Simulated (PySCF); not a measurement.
CH₃, SMILES [CH3] (connectivity only; charge and spin as stated), charge +1, multiplicity 1.

The structure is a stationary point at B3LYP-D3(BJ)/def2-TZVPD. The spin state was assumed, not searched. The isomer is the one that the SMILES or the coordinates give; other isomers of the formula were not compared.

These are B3LYP/def2-TZVPD (PySCF) values and carry that method's errors.

Symmetry labels are those of the subgroup C2v that the program uses (full group D3h).

Task: List the valence orbital energies around the gap with their symmetry. (Estimate from the structure and the level; the computed values follow.)

Result: 
```csv
orbital,symmetry,energy (eV)
HOMO−3,A1,-289.43
HOMO−2,A1,-28.52
HOMO−1,A1,-21.43
HOMO,B1,-21.43
LUMO,B2,-13.26
LUMO+1,A1,-5.68
LUMO+2,B1,-3.92
LUMO+3,A1,-3.92
```
